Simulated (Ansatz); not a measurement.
Basis-set extrapolation for `C1CNC1` (PBE0-D4/def2-TZVP geometry, frozen core, the Gaussian-basis code of Ansatz). Multiplicity 1, RHF reference.

```csv
,def2-TZVPP,def2-QZVPP
HF,-172.147129,-172.155329
MP2 correlation,-0.722734,-0.769256
CCSD(T) correlation,-0.789317,not run
```

Energies in hartree. Use E(X) = E(∞) + A·exp(−7.88·√X) for Hartree–Fock and E(X) = E(∞) + B·X^(−2.97) for correlation, with X = 3 and 4, and add CCSD(T) minus MP2 of the smaller set to the MP2 limit.

Task: What is the CCSD(T) energy at the basis-set limit?

Result: HF limit: -172.155329 + (-0.008200) × 0.13774 = -172.15646. MP2 limit: -0.769256 + (-0.046522) × 0.74074 = -0.80372. Higher-order term: -0.789317 − (-0.722734) = -0.06658. Total: -173.02676 hartree, 237.1 kJ/mol below CCSD(T)/def2-TZVPP.
